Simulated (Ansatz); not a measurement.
# C2H4OS: the cost of one run

Computed with Ansatz 0.2.0, driven from Python. Level of theory: Hartree-Fock/cc-pVDZ.

## Step 1: Starting point

Bond lengths: O1–C2 1.362 Å, C2–C3 1.519 Å, C3–S4 1.590 Å, O1–H5 1.024 Å, C2–H6 1.096 Å, C2–H7 1.105 Å, C3–H8 1.163 Å. Angles: O1–C2–C3 113.8°, O1–C2–H6 106.5°, O1–C2–H7 112.6°, C3–C2–H6 109.5°, C3–C2–H7 108.7°, H6–C2–H7 105.2°, C2–O1–H5 107.1°, C2–C3–S4 125.5°, C2–C3–H8 112.6°, S4–C3–H8 121.5°.

No structure file is read: the coordinates are typed or built in the script.

## Step 2: Script

File run_scan.py:

```python
"""Potential curve of C2H4OS along one bond."""

import ansatz as az
import numpy as np

GEOMETRY = """
O    -1.01040    0.61870    0.89900
C     0.23080    0.45400    0.36300
C     0.37000   -0.79410   -0.49080
S    -0.75430   -1.38990   -1.44430
H    -1.68340    0.54360    0.13030
H     0.92920    0.40140    1.20550
H     0.55730    1.32740   -0.23010
H     1.45290   -1.21820   -0.48850
"""

c2h4os = az.Crystal.molecule()
for line in GEOMETRY.strip().splitlines():
    symbol, *xyz = line.split()
    c2h4os = c2h4os.atom(symbol, [float(v) for v in xyz])

symbols = [site.symbol for site in c2h4os.cartesian_sites]
start = np.array([site.position_ang for site in c2h4os.cartesian_sites])
axis = (start[6] - start[1]) / np.linalg.norm(start[6] - start[1])
moving = [6]
lengths, energies = [0.972, 1.017, 1.061, 1.105, 1.149, 1.193, 1.238, 1.304], []
for length in lengths:
    xyz = start.copy()
    xyz[moving] += (length - np.linalg.norm(start[6] - start[1])) * axis
    point = az.Crystal.molecule()
    for symbol, place in zip(symbols, xyz):
        point = point.atom(symbol, place.tolist())
    base = point.calculation()
    base = base.basis(gaussian="cc-pVDZ")
    base = base.functional("HF")
    data = base.run().report
    energies.append(data["free_energy_ev"])
    print(f"r = {length:6.3f} A  E = {energies[-1]:.5f} eV  <S^2> = {abs(data['mean_field']['state']['spin_squared']):.3f}")

# quartic fit about the minimum
fit = np.polynomial.Polynomial.fit(lengths, np.array(energies) - min(energies), 4).convert()
roots = [r.real for r in fit.deriv().roots() if abs(r.imag) < 1e-9 and fit.deriv(2)(r.real) > 0]
r_e = min(roots, key=lambda r: abs(r - lengths[int(np.argmin(energies))]))
print(f"minimum of the fit at {r_e:.4f} A, force constant {fit.deriv(2)(r_e):.2f} eV/A^2")
```

## Step 3: The calls as engine input

The package turns the script's settings into the engine's input (first run):

```yaml
crystal:
  periodic: [false, false, false]
  atoms:
    - { symbol: O, position_ang: [-1.0104, 0.6187, 0.899] }
    - { symbol: C, position_ang: [0.2308, 0.454, 0.363] }
    - { symbol: C, position_ang: [0.37, -0.7941, -0.4908] }
    - { symbol: S, position_ang: [-0.7543, -1.3899, -1.4443] }
    - { symbol: H, position_ang: [-1.6834, 0.5436, 0.1303] }
    - { symbol: H, position_ang: [0.9292, 0.4014, 1.2055] }
    - { symbol: H, position_ang: [0.517981534328843, 1.222221599028519, -0.1586764717011846] }
    - { symbol: H, position_ang: [1.4529, -1.2182, -0.4885] }
basis:
  gaussian:
    orbitals: cc-pVDZ
hamiltonian:
  xc: hf
```

## Step 4: Launch

Started as:

```sh
$ python run_scan.py
```

**Question.** How long does this script take on 1 thread of Arm Neoverse V1, shared host, and how much memory does it need?

About 6.2 s, with a peak of 0.2 GiB.
